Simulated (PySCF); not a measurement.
Rock-salt LiH: correlation energy from several methods in one and the same small orbital space (PySCF; 8 atoms at the zone centre, 8 electrons in 20 orbitals, empty ones MP2 natural orbitals of a DZ basis, lattice constant set to 3.9609 Å). Its volume lies 7 % below that of the crystal's usual cell. It tests the methods against each other and lies far from the crystal's limit.

| method | E_corr (eV per atom) | share of full CI (%) | error (meV) |
|---|---|---|---|
| MP2 | -0.2958 | 69.9 | 128 |
| CCSD | -0.4222 | 99.7 | 1 |
| CCSD(T) | -0.4230 | 99.9 | 0 |
| CCSDT | -0.4232 | 100.0 | 0 |
| CCSDT(Q) | -0.4233 | 100.0 | 0 |
| full CI | -0.4233 | 100.0 | 0 |

The Hartree–Fock determinant has a weight of 0.93 in the full CI state.

MP2, (T) and (Q) use filled levels shifted down by the Madelung term, which in so small a cell is a large part of the gap, so these rows hang on it.
